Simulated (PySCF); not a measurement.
# triplet SiPH5: levels of theory compared

Aim: a comparison of 6 runs (UM06-2X/STO-3G, UPBE0/STO-3G, USVWN5/STO-3G, NEVPT2(4,4)/STO-3G, UCCSDT/STO-3G, UCCSD(T)/STO-3G) of triplet SiPH5. 

The results are computed with PySCF 2.14.0.

2 further runs of the same task are left out: 2 set aside as unsound or not needed.

## Step 1: The molecule

SiPH5 has 7 atoms, charge 0, and is taken as a triplet. As SMILES of the parent species, `[SiH3]P`. The coordinates come from a GFN2-xTB relaxation. That shape belongs to the parent species and isn't relaxed for this state.

Bond lengths: Si1–P2 2.234 Å, Si1–H3 1.462 Å, Si1–H4 1.462 Å, Si1–H5 1.465 Å, P2–H6 1.383 Å, P2–H7 1.383 Å. Angles: Si1–P2–H6 95.7°, Si1–P2–H7 95.8°, P2–Si1–H3 106.9°, P2–Si1–H4 106.8°, P2–Si1–H5 113.1°, H6–P2–H7 92.2°, H3–Si1–H4 111.1°, H3–Si1–H5 109.5°, H4–Si1–H5 109.5°.

## Step 2: The energy at UM06-2X/STO-3G (run 1)

Input file job.py:

```python
from pyscf import gto, dft

mol = gto.M(
    atom='''
Si    -1.210993    -0.683230    -0.748180
P      2.005585    -0.017234     1.904239
H     -3.449695    -1.139391     0.805666
H     -0.564877    -2.918361    -2.238626
H     -1.682820     1.453029    -2.444663
H      1.256063     2.381508     2.621277
H      3.646718     0.923679     0.100269
''',
    charge=0,
    max_memory=1860,
    basis='sto-3g',
    verbose=3,
    unit='bohr',
    spin=2,
)

ks = dft.UKS(mol)
ks.xc = 'm06-2x'
ks.grids.level = 5
ks.conv_tol = 1e-10
ks.kernel()
if not ks.converged:
    ks = ks.newton().run(ks.mo_coeff, ks.mo_occ)

etot = ks.e_tot
print('Final energy', etot)
```

Launch:

```sh
$ OMP_NUM_THREADS=1 python job.py
```

What it wrote:

```text
WARN: HOMO 0.158028268344556 >= LUMO -0.257969918560187

WARN: HOMO 0.109199898562364 >= LUMO -0.0235710129620323

WARN: HOMO 0.0987403421116252 >= LUMO -0.0235066784805

WARN: HOMO 0.098396781970827 >= LUMO -0.0175588614537167

WARN: HOMO 0.0970728578081385 >= LUMO -0.0184637430840353

WARN: HOMO 0.0968887699905042 >= LUMO -0.0185252397383049

WARN: HOMO 0.0966339235786894 >= LUMO -0.0186474737692443

WARN: HOMO 0.0965955398295679 >= LUMO -0.0186884585370485

WARN: HOMO 0.0965706636178603 >= LUMO -0.0187132432853145

WARN: HOMO 0.096568742481451 >= LUMO -0.0187113384590292

WARN: HOMO 0.0965686395089164 >= LUMO -0.0187118145429332

WARN: HOMO 0.0965687104421906 >= LUMO -0.0187117394420107

converged SCF energy = -626.330248041857  <S^2> = 2.0039379  2S+1 = 3.0026241
Final energy -626.330248041857
```

Wall time 7.2 s (1 thread of Intel Xeon 6975P-C (Granite Rapids), shared host); peak memory 0.24 GiB.

## Step 3: The energy at UPBE0/STO-3G (run 2)

Input file geometry.xyz:

```xyz
7
H5PSi
Si    -0.640830    -0.361550    -0.395920
P      1.061310    -0.009120     1.007680
H     -1.825500    -0.602940     0.426340
H     -0.298920    -1.544330    -1.184630
H     -0.890510     0.768910    -1.293660
H      0.664680     1.260240     1.387120
H      1.929760     0.488790     0.053060
```

Input file calc.py:

```python
from pyscf import gto, dft

mol = gto.Mole()
mol.atom = 'geometry.xyz'
mol.spin = 2
mol.verbose = 4
mol.max_memory = 1860
mol.basis = 'sto-3g'
mol.build()

myscf = dft.UKS(mol)
myscf.xc = 'pbe0'
myscf.conv_tol = 1e-10
myscf.grids.level = 5
myscf.kernel()
if not myscf.converged:
    myscf = myscf.newton().run(myscf.mo_coeff, myscf.mo_occ)

e_tot = myscf.e_tot
print('E = %.10f Eh' % e_tot)
```

Launch:

```sh
$ OMP_NUM_THREADS=1 python calc.py
```

What it wrote:

```text
PySCF version 2.14.0

[... 55 lines left out ...]
[... the frontier-level lines of each cycle are left out ...]
[... 5 lines left out ...]
[... 5 lines left out ...]
[... 5 lines left out ...]
[... 5 lines left out ...]
[... 5 lines left out ...]
[... 5 lines left out ...]
[... 5 lines left out ...]

cycle= 8 E= -626.069440111637  delta_E= -2.36e-08  |g|= 2.23e-05  |ddm|= 0.000917


cycle= 9 E= -626.069440114148  delta_E= -2.51e-09  |g|= 6.66e-06  |ddm|= 0.000355


cycle= 10 E= -626.069440114333  delta_E= -1.85e-10  |g|= 2.35e-06  |ddm|= 7.94e-05


cycle= 11 E= -626.069440114363  delta_E= -2.99e-11  |g|= 7.33e-07  |ddm|= 4.14e-05


Extra cycle  E= -626.069440114366  delta_E= -3.41e-12  |g|= 4.52e-07  |ddm|= 1.46e-05
converged SCF energy = -626.069440114366  <S^2> = 2.0035779  2S+1 = 3.0023843
E = -626.0694401144 Eh
```

Run time: 6 s. Hardware: 1 thread of Intel Xeon 6975P-C (Granite Rapids), shared host; peak memory 0.23 GiB.

Runs 3 to 5 aren't shown in full; the table further down has their settings and results.

## Step 4: A single-point energy at UCCSD(T)/STO-3G (run 6)

Input file input.py:

```python
from pyscf import gto, scf, cc

mol = gto.M(
    atom='''
Si      -0.640830      -0.361550      -0.395920
P        1.061310      -0.009120       1.007680
H       -1.825500      -0.602940       0.426340
H       -0.298920      -1.544330      -1.184630
H       -0.890510       0.768910      -1.293660
H        0.664680       1.260240       1.387120
H        1.929760       0.488790       0.053060
''',
    max_memory=1860,
    verbose=4,
    spin=2,
    basis='sto-3g',
)

hf = scf.UHF(mol)
hf.conv_tol = 1e-10
hf.kernel()
if not hf.converged:
    hf = hf.newton().run(hf.mo_coeff, hf.mo_occ)

mycc = cc.CCSD(hf, frozen=10)
mycc.kernel()
e_t = mycc.ccsd_t()
energy = mycc.e_tot + e_t
print('Final energy', energy)
```

Launch:

```sh
$ OMP_NUM_THREADS=1 python input.py
```

What it wrote:

```text
PySCF version 2.14.0

[... 42 lines left out ...]
WARN: HOMO 0.277484050954622 >= LUMO -0.240329185375441
[... 54 lines left out ...]
converged SCF energy = -625.129137467814  <S^2> = 2.012963  2S+1 = 3.0086296
[... 12 lines left out ...]
Init t2, MP2 energy = -0.0637968838218388
[... 19 lines left out ...]
UCCSD converged
[... 2 lines left out ...]
Final energy -625.2273591767347
```

It took 0.54 s on 1 thread of Intel Xeon 6975P-C (Granite Rapids), shared host; peak memory 0.1 GiB.

## Step 5: All runs side by side

```csv
run,level,integration grid,active selection,energy (Eh),dipole moment (D) of the reference,⟨S²⟩,wall time
1,UM06-2X/STO-3G,5,–,-626.330248,2.63,2.004,7.2 s
2,UPBE0/STO-3G,5,–,-626.069440,2.50,2.004,6 s
3,USVWN5/STO-3G,5,–,-623.772583,2.20,2.002,2.3 s
4,"NEVPT2(4,4)/STO-3G",–,mp2 natural orbitals,-625.201183,2.80,–,0.66 s
5,UCCSDT/STO-3G,–,–,-625.227739,2.86,2.013,2.1 s
6,UCCSD(T)/STO-3G,–,–,-625.227359,2.86,2.013,0.54 s
```

## Step 6: Outcome

| quantity | value |
| --- | --- |
| run 6: total energy | -625.22736 Eh |
| run 6: dipole moment (Hartree–Fock density) | 2.86 D |
| run 6: HOMO energy (Hartree–Fock orbitals) (highest over α and β) | 0.97 eV |
| run 6: LUMO energy (Hartree–Fock orbitals) (lowest over α and β) | 3.13 eV |
| run 6: correlation energy (10 core orbitals frozen) | -98.2 mEh |
| run 6: (T) correction | -0.69 mEh |
| run 6: ⟨S²⟩ of the reference determinant | 2.013 |
| run 6: T1 diagnostic | 0.006 |

Over runs 1, 2, 3 the dipole moment (its size) runs from 2.20 D (USVWN5/STO-3G) to 2.63 D (UM06-2X/STO-3G). Totals of different functionals can't be ranked against each other. In runs 1, 2, 3, 4, 5, 6 the basis is minimal, so the values are rough. All runs together took 19 s, the longest 7.2 s.
